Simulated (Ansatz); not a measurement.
## Al₂H, doublet: the ladder up to UCCSDT(Q)

Geometry: a point of a bend scan, not a stationary point.

```xyz
3

Al   -1.1020    0.0000    0.7348
Al    1.0935    0.0000   -0.7968
H     0.2260    0.0000    1.6612
```

Basis cc-pVTZ; Ansatz 0.2.0. Correlated methods freeze the noble-gas cores, which leaves 7 electrons in 72 orbitals. Prefix R: restricted or restricted open-shell reference; prefix U: unrestricted. Active spaces: pair = (3e, 3o) about the gap; valence = (7e, 9o) chosen from the atoms' valence shells.

Full CI isn't at hand for all of this; UCCSDT(Q) serves as the reference, and is uncertain by about the last step of the cluster series. The frozen core follows each run's orbitals, which can shift R against U totals by a few meV.

For open shells CISD is restricted-active-space CI with the open shells as a complete middle space.

The UHF ⟨S²⟩ is 1.010 and the ⟨S²⟩ of the determinant under UCCSD is 0.837. The T1 diagnostic (RCCSD) is 0.0344 and the largest doubles amplitude (RCCSD) is 0.070. The T1 diagnostic (UCCSD) is 0.0341.

| level | E − E(RHF) (eV) |
| --- | --- |
| RMP2 | -3.3098 |
| UMP2 | -3.2431 |
| RCCSD | -4.1497 |
| UCCSD | -4.1616 |
| RCCSD(T) | -4.3255 |
| UCCSD(T) | -4.3231 |

**Question.** Estimate how far UCCSDT(Q) in cc-pVTZ lies from RCCSD(T). The table doesn't fix it; the size of (T) and the diagnostics are the guide.

**Answer.** UCCSDT(Q) in cc-pVTZ lies 4.8 kJ/mol below RCCSD(T), which is 29 % of the (T) step (-17.0 kJ/mol). T1 is raised, and the rest is a large part of (T). The miss exceeds 1 kcal/mol.

The other levels:

| level | E − E(UCCSDT(Q)) (kJ/mol) | share of correlation (%) | wall time |
| --- | --- | --- | --- |
| CISD | 51.6 | 87.78 | 10 s |
| BCCD(T) | 5.0 | 98.82 | 28 s |
| RCCSDT | 1.1 | 99.73 | – |
| UCCSDT | 1.0 | 99.76 | – |
| RCCSDT(Q) | 0.1 | 99.98 | 44 s |
| CASSCF (pair space) | 380.4 | 9.90 | – |
| NEVPT2 (pair space) | 105.3 | 75.06 | 8 s |
| MRCISD (pair space) | 46.9 | 88.89 | – |
| MRCISD+Q (pair space) | 4.9 | 98.83 | 9 s |
| CASSCF (valence space) | 235.3 | 44.26 | – |
| NEVPT2 (valence space) | 74.2 | 82.42 | 16 s |
| MRCISD (valence space) | 20.4 | 95.18 | – |
| MRCISD+Q (valence space) | 5.0 | 98.82 | 10 s |

The correlation energy at UCCSDT(Q), counted from RHF, is -4.376 eV. That run took 75 s on 4 threads of Intel Xeon Platinum 8259CL, shared host.

Run but not shown, since their state or frozen core can't be matched to the reference's or they repeat it: UHF.

Times hold each run's SCF and search for its determinant on a shared host, so for small cases they say little of a method's own cost; they ran on 1 thread of Intel Xeon Platinum 8259CL.

Natural occupations of CASSCF (valence space) about the gap: 1.976 1.925 1.877 0.988 0.067 0.054 0.053 0.042 0.019; effectively unpaired electrons, Σ n²(2−n)², 1.12.
